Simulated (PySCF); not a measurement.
Ionisation energy of F by level of theory

F [He] 2s2 2p5 (2P) → F⁺ [He] 2s2 2p4 (3P), as a difference of total energies. Computed with PySCF 2.14 in aug-cc-pVDZ (4s3p2d, 23 functions), with the non-relativistic Hamiltonian (point nucleus). Correlated levels: valence: 1s2 frozen. The calculations carry no spin-orbit coupling.

**Question.** Order these methods by the ionisation energy they give, lowest first.
A. CCSD (valence)
B. SCS-MP2 (valence)
C. MP2 (valence)
D. UHF

**Answer.** D (15.767 eV), A (17.085 eV), B (17.117 eV), C (17.167 eV).

Errors of the correlated levels include the incompleteness of this basis and the frozen core.

For comparison: 17.427 eV (measured; NIST levels, between the centres of gravity of the two terms).
